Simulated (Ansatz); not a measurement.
# SO2+ (doublet): energies up the ladder

Aim: energies up the ladder, for SO2+ (doublet), with the cost of each level. Charge +1. Spin multiplicity 2.

Computed with Ansatz 0.2.0 (the levels named in each step, unless a step's input says otherwise).

## (1) The starting structure

Bond lengths: O1–S2 1.434 Å, S2–O3 1.434 Å. Angles: O1–S2–O3 116.4°.

Structure file:

```xyz
3

O    -1.2008    0.4316   -0.0022
S    -0.0166   -0.3774   -0.0022
O     1.2341    0.3246    0.0065
```

## (2) A rough first relaxation, PBE-D4/def2-SVP

Input file input.yaml:

```yaml
crystal:
  periodic: [false, false, false]
  atoms:
    - { symbol: O, position_ang: [-1.20085, 0.43162, -0.0022] }
    - { symbol: S, position_ang: [-0.0166, -0.37735, -0.00217] }
    - { symbol: O, position_ang: [1.23406, 0.32463, 0.00654] }
magnetization:
  spin_polarized: true
  initial_magnetization: 1
total_charge: 1
basis:
  gaussian: { orbitals: def2-SVP }
hamiltonian:
  xc: pbe
  dispersion: d4
relax:
  f_tol: 0.03
  max_steps: 200
```

Run with:

```console
> ansatz run input.yaml --threads 2 --pin off --max-ram 5120MiB --backend cpu --events-out ev --progress --plain --runs-dir out
```

The runs that follow: Relaxation, PBE0-D4/def2-TZVPP; Frequencies, PBE0-D4/def2-TZVPP; Single point, PBE-D4/def2-TZVPP; Single point, r2SCAN-D4/def2-TZVPP; Single point, B3LYP-D4/def2-TZVPP; Single point, wB97M-V/def2-TZVPP; Single point, B2PLYP/def2-TZVPP; Single point, LDA/def2-TZVPP; Single point, PBE0-D4/def2-SVP; Single point, PBE-D4/def2-SVP; Single point, CCSD(T)/def2-TZVPP; Single point, CCSD(T)/def2-QZVPP.

**Question.** What will these runs give? Wanted: O1–S2 at PBE0-D4/def2-TZVPP; S2–O3 at PBE0-D4/def2-TZVPP; frequencies at PBE0-D4/def2-TZVPP; energy at CCSD(T)/CBS.

The runs gave:

```
                         quantity             value
      O1–S2 at PBE0-D4/def2-TZVPP           1.417 Å
      S2–O3 at PBE0-D4/def2-TZVPP           1.417 Å
frequencies at PBE0-D4/def2-TZVPP  424 to 1345 cm⁻¹
            energy at CCSD(T)/CBS     -14902.050 eV
```

What this shows: No mode is imaginary, so the geometry is a minimum. These totals serve in differences with atoms or fragments at the same level; alone they don't rank the methods. A T1 diagnostic of 0.076 (charge +1) lies over the usual mark for one of the runs, a hint of some multireference character there. <S²> exceeds the pure value by up to 0.17: some mean fields break spin symmetry, which blurs their results.
